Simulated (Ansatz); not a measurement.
The cluster Mg₂O was relaxed with B3LYP-D4 (def2-TZVP) in Ansatz in these states: neutral quintet, neutral triplet. The geometries follow in no particular order.

A:

```tsv
atom	x (Å)	y (Å)	z (Å)
Mg1	-0.3322	-1.3816	0.9822
Mg2	0.7033	1.5463	-0.3137
O3	-0.3711	-0.1646	-0.6684
```

B:

Cartesian coordinates in Å:
```
Mg 1.248 -1.301 -0.084
Mg -1.248 1.301 0.084
O 0.000 0.000 0.000
```

Task: Judge from the bond lengths which geometry belongs to which state (an estimate).

Result: A is the neutral quintet (Mg2–O3 2.051 Å, Mg1–O3 2.051 Å); B is the neutral triplet (Mg2–O3 1.805 Å, Mg1–O3 1.805 Å).

At PBE0-D4/def2-TZVP a broken-symmetry singlet lies 4.24 eV below the neutral quintet. At PBE0-D4/def2-TZVP a broken-symmetry singlet lies 0.07 eV below the neutral triplet. These are the stationary points nearest to one start from a short search; other shapes may lie lower in each state.
